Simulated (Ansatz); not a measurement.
**C4H8O: up Jacob's ladder to CCSD(T)**

The task here is to estimate one member of a computed series from the others.

Program: Ansatz 0.2.0, Gaussian basis. Level of theory: functionals in def2-TZVPP, the program's frozen cores in correlated methods. These are calculated values, not measurements.

The runs, in order: PBE-D4, r2SCAN-D4, PBE0-D4, B3LYP-D4, ωB97X-V, ωB97M-V, B2PLYP; CCSD(T)/def2-TZVPP; MP2/def2-QZVPP; extrapolation to the limit.

### The relaxed structure

An earlier PBE0-D4 in a triple-zeta def2 set relaxation fixed the geometry.

SMILES `CC1(O)CC1`, 13 atoms, charge 0, spin multiplicity 1.

Atoms are counted from 1 here; the program's logs count them from 0.

Bond lengths: C1–C2 1.501 Å, C1–H6 1.095 Å, C1–H7 1.092 Å, C1–H8 1.093 Å, C2–O3 1.400 Å, C2–C4 1.486 Å, C2–C5 1.498 Å, O3–H9 0.962 Å, C4–C5 1.509 Å, C4–H10 1.083 Å, C4–H11 1.082 Å, C5–H12 1.083 Å, C5–H13 1.084 Å. Angles: C2–C1–H6 110.9°, C2–C1–H7 111.1°, C2–C1–H8 110.3°, H6–C1–H7 107.7°, H6–C1–H8 108.2°, H7–C1–H8 108.5°, C1–C2–O3 114.3°, C1–C2–C4 120.3°, C1–C2–C5 120.1°, O3–C2–C4 113.9°, O3–C2–C5 117.1°, C4–C2–C5 60.8°, C2–O3–H9 108.0°, C2–C4–C5 60.0°, C2–C4–H10 118.4°, C2–C4–H11 116.4°, C5–C4–H10 118.6°, C5–C4–H11 117.1° and more.

Set-up of the first run:

in.yaml

```yaml
crystal:
  periodic: [false, false, false]
  atoms:
    - {symbol: C, position_ang: [-1.346308, 0.558342, -0.054777]}
    - {symbol: C, position_ang: [-0.089120, -0.200070, 0.255478]}
    - {symbol: O, position_ang: [-0.168126, -1.005792, 1.397508]}
    - {symbol: C, position_ang: [0.719437, -0.790557, -0.842183]}
    - {symbol: C, position_ang: [1.246682, 0.394593, -0.070306]}
    - {symbol: H, position_ang: [-1.587514, 1.260585, 0.750066]}
    - {symbol: H, position_ang: [-1.240451, 1.133300, -0.976847]}
    - {symbol: H, position_ang: [-2.186692, -0.130616, -0.169272]}
    - {symbol: H, position_ang: [-0.226025, -0.428528, 2.164707]}
    - {symbol: H, position_ang: [0.390168, -0.638844, -1.862782]}
    - {symbol: H, position_ang: [1.175641, -1.751304, -0.641633]}
    - {symbol: H, position_ang: [2.052880, 0.204644, 0.627237]}
    - {symbol: H, position_ang: [1.279729, 1.359447, -0.562394]}
basis:
  gaussian: {orbitals: def2-TZVPP}
hamiltonian: {xc: pbe, dispersion: d4}
output: {forces: true, orbitals: {seedname: orbitals}}
```

On the command line:

```
ansatz run in.yaml --threads 4 --pin off --events-out ev --progress --plain --max-ram 10444MiB
```

Among the steps run: PBE-D4 (GGA); r2SCAN-D4 (meta-GGA); PBE0-D4 (hybrid); B3LYP-D4 (hybrid); ωB97X-V (range-separated); ωB97M-V (range-separated); B2PLYP (double hybrid); CCSD(T) in def2-TZVPP; MP2 in def2-QZVPP.

One table of the session follows, with a row left open; its other results are not shown here.

| method | atomisation energy (kcal/mol) |
| --- | --- |
| PBE-D4 | ? |
| r2SCAN-D4 | 1254.8 |
| PBE0-D4 | 1261.2 |
| B3LYP-D4 | 1249.2 |
| ωB97X-V | 1253.3 |
| ωB97M-V | 1254.9 |
| B2PLYP | 1238.0 |
| HF/def2-TZVPP | 917.5 |
| MP2/def2-TZVPP | 1241.8 |
| CCSD/def2-TZVPP | 1203.9 |
| CCSD(T)/def2-TZVPP | 1221.3 |
| MP2/CBS | 1270.4 |
| CCSD(T)/CBS | 1249.8 |

Estimate the missing values for PBE-D4.

As computed: atomisation energy (kcal/mol): 1281.6. In the column «atomisation energy (kcal/mol)» it is the highest.

Limits of these values: Free atoms (4 C, 1 O, 8 H) were run apart at each level; the atomisation energy is their sum less the molecule, without zero-point or spin-orbit terms.
